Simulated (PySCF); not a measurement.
# H2S: the cost of one run

Computed with PySCF 2.14.0 (relaxation, r2scan, def2-tzvpp, and further levels as typed in the inputs, unless a step's input says otherwise).

7 further runs of the same task are left out: 7 for a faulty analytic Hessian.

## Step 1: The system as given

Bond lengths: S1–H2 1.330 Å, S1–H3 1.330 Å. Angles: H2–S1–H3 92.4°.

Coordinates:

```xyz
3

S     0.0000    0.0000    0.0000
H     0.9600    0.0000    0.9200
H    -0.9600    0.0000    0.9200
```

## Step 2: Relaxation: H2S

run.py reads:

```python
from pyscf import gto, dft
from pyscf.geomopt.geometric_solver import optimize
mol = gto.M(atom="mol.xyz", basis="def2-tzvpp", verbose=4)
mf = dft.RKS(mol, xc="r2scan").density_fit().run(conv_tol=1e-9)
m = optimize(mf, maxsteps=60)
print("optimised structure (A):")
for k in range(m.natm): print(m.atom_symbol(k), *(f"{x:.8f}" for x in m.atom_coords(unit="A")[k]))
```

Launch:

```
> python run.py
```

**Question.** How long does this run take on 4 threads of Intel Xeon Platinum 8259CL at 2.50GHz (Skylake/Cascade Lake), shared host?

About 7 s.
